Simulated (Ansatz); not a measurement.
# S2F2 (Difluorodisulfane): levels of theory compared

Wanted: a comparison of 6 runs (BHLYP/STO-3G, BLYP/STO-3G, UB3LYP/STO-3G, revPBE/STO-3G, UMP2/STO-3G, BCCD(T)/STO-3G) of S2F2 (Difluorodisulfane). 

The calculation is run with Ansatz 0.2.0.

40 further runs of the same task are left out: 7 that didn't finish, 33 set aside as unsound or not needed.

### 1 The molecule

S2F2 has 4 atoms, charge 0, and is taken as a singlet. SMILES: `FSSF`. The S3–S2 distance was set to 2.362 Å, away from the relaxed value.

Bond lengths: F1–S2 1.631 Å, S2–S3 2.362 Å, S3–F4 1.631 Å. Angles: F1–S2–S3 108.6°, S2–S3–F4 108.6°.

### 2 The energy at BHLYP/STO-3G (run 1)

run.yaml reads:

```yaml
crystal:
  periodic: [false, false, false]
  atoms:
    - {symbol: F, position_ang: [-2.161899, 0.060194, -0.733498]}
    - {symbol: S, position_ang: [-0.845819, 1.024274, -0.744278]}
    - {symbol: S, position_ang: [1.044990, -0.276390, -0.184720]}
    - {symbol: F, position_ang: [1.206410, -0.287820, 1.438680]}
basis:
  gaussian: {orbitals: STO-3G}
hamiltonian: {xc: {name: BHLYP}}
accuracy: high
```

Started as:

```sh
ansatz run run.yaml --threads 1 --pin off --max-ram 3480MiB --events-out events.jsonl --progress --plain --runs-dir runs
```

Standard output:

```text
Warning: RAYON_NUM_THREADS=1 ignored (pool sized by the plan → 1); use --threads N
Functional definition: BHLYP
  name "BHLYP"
  parameter a = 0.5
  exchange = (1 - a)*b88_x + a*exact_x
  correlation = lyp_c
505 factors; integrals over basis functions are off by at most 3.1e-8 eV
mean field evaluation 1: about -26780.5656 eV, gradient 1.5e1 eV
mean field evaluation 2: about -26780.9611 eV, gradient 1.4e1 eV
mean field evaluation 4: about -26781.7008 eV, gradient 1.4e-1 eV
mean field evaluation 8: about -26781.7662 eV, gradient 2.7e-3 eV
mean field evaluation 16: about -26781.7662 eV, gradient 2.2e-7 eV
mean field -26781.76616875 eV, -984.2117533683 hartree, gradient 3.1e-8 eV, S^2 0.000000; 0 other end points of the search recorded, 0 dependent functions left out
reference -26781.76618405 eV, -984.2117539309 hartree; 25, 25 occupied and 3, 3 virtual orbitals, 505 factors
Total energy: -26781.76618405 eV, -984.2117539309 hartree
```

Wall time 1.4 s (1 thread of Arm Neoverse V2, shared host); peak memory 0.1 GiB.

### 3 The energy at BLYP/STO-3G (run 2)

run.yaml, as its differences from that of step 2:

```diff
@@ -8,4 +8,6 @@
 basis:
-  gaussian: {orbitals: STO-3G}
-hamiltonian: {xc: {name: BHLYP}}
+  gaussian:
+    orbitals: STO-3G
+hamiltonian:
+  xc: {name: BLYP}
 accuracy: high
```

Started as:

```sh
ansatz run run.yaml --threads 1 --pin off --max-ram 3480MiB --events-out events.jsonl --progress --plain --runs-dir runs
```

Standard output:

```text
Warning: RAYON_NUM_THREADS=1 ignored (pool sized by the plan → 1); use --threads N
Functional definition: BLYP
  name "BLYP"
  parameter beta = 0.0042
  parameter a = 0.04918
  parameter b = 0.132
  parameter c = 0.2533
  parameter d = 0.349
  exchange = b88_x(beta = beta)
  correlation = lyp_c(a = a, b = b, c = c, d = d)
505 factors; integrals over basis functions are off by at most 3.1e-8 eV
mean field evaluation 1: about -26778.8872 eV, gradient 1.0e1 eV
mean field evaluation 2: about -26777.4652 eV, gradient 2.4e1 eV
mean field evaluation 4: about -26779.4082 eV, gradient 4.3e-1 eV
mean field evaluation 8: about -26779.3744 eV, gradient 2.1e-3 eV
mean field evaluation 16: about -26779.3744 eV, gradient 3.5e-7 eV
mean field -26779.37444026 eV, -984.1238589676 hartree, gradient 6.2e-9 eV, S^2 0.000000; 0 other end points of the search recorded, 0 dependent functions left out
reference -26779.37447074 eV, -984.1238600879 hartree; 25, 25 occupied and 3, 3 virtual orbitals, 505 factors
Total energy: -26779.37447074 eV, -984.1238600879 hartree
```

Wall time 1.2 s (1 thread of Arm Neoverse V2, shared host); peak memory 0.1 GiB.

Runs 3 to 4 aren't shown in full; the table further down has their settings and results.

### 4 The energy at UMP2/STO-3G (run 5)

job.yaml reads:

```yaml
crystal:
  periodic: [false, false, false]
  atoms:
    - {symbol: F, position_ang: [-2.161899, 0.060194, -0.733498]}
    - {symbol: S, position_ang: [-0.845819, 1.024274, -0.744278]}
    - {symbol: S, position_ang: [1.044990, -0.276390, -0.184720]}
    - {symbol: F, position_ang: [1.206410, -0.287820, 1.438680]}
basis:
  gaussian:
    orbitals: STO-3G
magnetization:
  spin_polarized: true
  initial_magnetization: 0
correlation:
  method: mp2
  frozen_orbitals: {F: 1, S: 5}
accuracy: high
```

Started as:

```sh
ansatz run job.yaml --threads 1 --pin off --max-ram 3480MiB --events-out events.jsonl --progress --plain --runs-dir runs
```

Standard output:

```text
Warning: RAYON_NUM_THREADS=1 ignored (pool sized by the plan → 1); use --threads N
Functional definition: HF
  name "HF"
  exchange = exact_x
  correlation = 0
505 factors; integrals over basis functions are off by at most 3.1e-8 eV
mean field evaluation 1: about -26728.4235 eV, gradient 1.2e1 eV
mean field evaluation 2: about -26728.5664 eV, gradient 1.2e1 eV
mean field evaluation 4: about -26730.1450 eV, gradient 9.5e-1 eV
mean field evaluation 8: about -26730.1626 eV, gradient 2.3e-8 eV
mean field evaluation 16: about -26728.5664 eV, gradient 1.2e1 eV
mean field -26730.25750176 eV, -982.3188447704 hartree, gradient 9.1e-9 eV, S^2 0.302461; 4 other end points of the search recorded, 0 dependent functions left out
12 core orbitals not correlated: weight in the atoms' cores, before any rotation towards them, 1.000 or more for the frozen orbitals, at most 0.000 for the correlated occupied ones
reference -26730.25750176 eV, -982.3188447704 hartree; 13, 13 occupied and 3, 3 virtual orbitals, 505 factors
second order -2.13797004 eV of doubles, -0.00000000 eV of singles
Total energy: -26732.39547180 eV, -982.3974137201 hartree
```

Run time: 0.73 s. Hardware: 1 thread of Arm Neoverse V2, shared host.

### 5 The energy at BCCD(T)/STO-3G (run 6)

job.yaml reads:

```yaml
basis:
  gaussian:
    orbitals: STO-3G
crystal:
  periodic: [false, false, false]
  atoms:
    - symbol: F
      position_ang: [-2.161899, 0.060194, -0.733498]
    - symbol: S
      position_ang: [-0.845819, 1.024274, -0.744278]
    - symbol: S
      position_ang: [1.044990, -0.276390, -0.184720]
    - symbol: F
      position_ang: [1.206410, -0.287820, 1.438680]
scf:
  omitted_lower_state_checks: [cluster_reference, increment]
accuracy: high
correlation:
  method: bccd_t
  frozen_orbitals: {F: 1, S: 5}
```

Started as:

```sh
ansatz run job.yaml --threads 1 --pin off --max-ram 3480MiB --events-out events.jsonl --progress --plain --runs-dir runs
```

Standard output, cut to the lines that bear on the results:

```text
Warning: RAYON_NUM_THREADS=1 ignored (pool sized by the plan → 1); use --threads N
[... 2 set-up lines as earlier in the session ...]
[...]
505 factors; integrals over basis functions are off by at most 3.1e-8 eV
[...]
mean field -26730.16264067 eV, -982.3153586897 hartree, gradient 8.2e-9 eV, S^2 0.000000; 0 other end points of the search recorded, 0 dependent functions left out; unrestricted orbitals would lower it
12 core orbitals not correlated: weight in the atoms' cores, before any rotation towards them, 1.000 or more for the frozen orbitals, at most 0.000 for the correlated occupied ones
reference -26730.16264067 eV, -982.3153586897 hartree; 13, 13 occupied and 3, 3 virtual orbitals, 505 factors
second order -2.50871098 eV of doubles, -0.00000000 eV of singles
cycle   1  -3.12094174 eV  change   -6.1e-1 eV  update   9.7e-2
[...]
cycle  27  -3.51824388 eV  change  -4.9e-10 eV  update   1.9e-9
perturbative correction -0.11458594 eV, -0.0042109558 hartree
Total energy: -26733.79547050 eV, -982.4488627234 hartree
Checks for a lower state left out: cluster_reference, increment
```

Run time: 0.4 s. Hardware: 1 thread of Arm Neoverse V2, shared host.

### 6 All runs side by side

```
run           level  frozen core orbitals  energy (Eh)  wall time
  1    BHLYP/STO-3G                     –  -984.211754      1.4 s
  2     BLYP/STO-3G                     –  -984.123860      1.2 s
  3   UB3LYP/STO-3G                     –  -984.233354      2.2 s
  4   revPBE/STO-3G                     –  -984.057564      1.2 s
  5     UMP2/STO-3G                    12  -982.397414     0.73 s
  6  BCCD(T)/STO-3G                    12  -982.448863      0.4 s
```

### 7 Outcome

| quantity | value |
| --- | --- |
| run 6: total energy | -982.44886 Eh |
| run 6: correlation energy (12 core orbitals frozen) | -133.5 mEh |
| run 6: (T) correction | -4.21 mEh |

**Reading.** Totals of different functionals can't be ranked against each other. In run 6 the log says that unrestricted orbitals would lower the reference, so the values rest on an unstable closed-shell determinant (other closed-shell runs at this shape may share the fault). In runs 1, 2, 3, 4, 5, 6 the basis is minimal, so the values are rough. Spin contamination of the reference: run 5 ⟨S²⟩ = 0.30. All runs together took 7.1 s, the longest 2.2 s.
